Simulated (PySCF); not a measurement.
**How exact exchange moves a shielding**

Molecule: N-methylisobutylamine (CNCC(C)C, C₅H₁₃N).

Geometry:
```
atom   x (Å)   y (Å)   z (Å)
  C1   2.794  -0.292   0.403
  N2   1.450  -0.614   0.000
  C3   0.542   0.507   0.011
  C4  -0.880   0.104  -0.376
  C5  -1.781   1.329  -0.462
  C6  -1.440  -0.944   0.577
  H7   2.798   0.044   1.453
  H8   3.433  -1.187   0.348
  H9   3.279   0.511  -0.195
 H10   1.452  -1.043  -0.923
 H11   0.526   0.927   1.034
 H12   0.876   1.340  -0.651
 H13  -0.826  -0.345  -1.387
 H14  -2.798   1.055  -0.784
 H15  -1.868   1.820   0.522
 H16  -1.392   2.073  -1.174
 H17  -1.573  -0.517   1.585
 H18  -2.421  -1.313   0.238
 H19  -0.751  -1.795   0.665
```

GIAO shieldings (ppm, equivalent atoms averaged) in PySCF 2.14.0 with density-fitted response routines on the PBE0-D3(BJ)/def2-SVP geometry, basis pcSseg-1, gas phase, non-relativistic:

```csv
functional,exact exchange (%),σ(C3),σ(N2)
BLYP,0,108.0,200.5
BP86,0,114.2,209.3
PBE,0,114.4,208.1
B3LYP,20,114.7,209.9
mPW1PW91,25,121.6,217.9
BHandHLYP,50,122.9,220.5
HF,100,135.7,234.4
```

Problem. Fit each shielding as a line in the percentage of exact exchange.

Solution. σ(C3) = 112.3 + 0.23 x (rms 2.5 ppm); σ(N2) = 206.4 + 0.29 x (rms 3.2 ppm). The functionals also differ in their semilocal parts, which the line can't hold; Hartree–Fock has no correlation at all.

Problem. What does the line predict for PBE0 (25 %), and what does the run give?

Solution. σ(C3): 118.0 predicted, 122.1 computed; σ(N2): 213.7 predicted, 218.7 computed ppm.
